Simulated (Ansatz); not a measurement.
This geometry of ClH₂SSi (5 atoms, charge -1, multiplicity 1) is a first-order saddle point.

Computed with Ansatz 0.2.0, RKS PBE-D4/def2-SVP.

```xyz
5
Properties=species:S:1:pos:R:3
S -1.466 0.300 -0.353
Si 0.859 0.049 -0.516
Cl 1.379 1.743 0.856
H -1.681 -1.027 -0.584
H 0.909 -1.065 0.596
```

**Question.** Which two structures does it join? (They come from a converged band through this point; their orientation in space is the band's.)

**Answer.** No bond is made or broken. The dihedral H4–S1–Si2–Cl3 goes from 97 to -59°.

Image 0:

```xyz
5
Properties=species:S:1:pos:R:3
S -1.388 -0.515 0.080
Si 0.835 -0.220 -0.372
Cl 1.250 1.837 0.479
H -1.843 -0.133 -1.149
H 1.147 -0.970 0.962
```

Image 6:

```xyz
5
Properties=species:S:1:pos:R:3
S -1.107 -0.462 -1.102
Si 1.052 -0.309 -0.362
Cl 1.140 1.825 0.373
H -1.804 -0.175 0.038
H 0.719 -0.880 1.053
```

**Question.** How far does it lie above each of them?

**Answer.** 0.234 eV above the first and 0.183 eV above the second. This is the barrier of this one path; another mechanism may lie lower. Limits of this set-up: an anion without diffuse functions, the dipole of an ion depends on the origin.

Time of the run: 66 s on 1 thread of Arm Neoverse V2, on a shared host, peak memory 0.11 GiB.
